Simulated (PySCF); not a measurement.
Level of theory: PBE-D3(BJ)/def2-TZVP // PBE0-D3(BJ)/def2-TZVP (PySCF). All species are isolated molecules in the gas phase. Excitations are Tamm–Dancoff values on a coarser integration grid. The basis has no diffuse functions, so Rydberg states are missing or too high.

Reference species (SMILES): `C=C=C` (neutral, multiplicity 1).

```
Property               Result
-------------------  --------
LUMO                 -0.70 eV
HOMO                 -6.55 eV
S1 excitation (TDA)   5.86 eV
```

After one change: the LUMO drops by 0.98 eV; the HOMO increases by 0.34 eV; the S1 excitation (TDA) decreases by 1.18 eV.

Question: Which change was made? The new species is one of these.
A. `C=C=CSC`
B. `C=C=CF`
C. `C=C=CC`
D. `C#CC=C=C`

Answer: B, `C=C=CF`
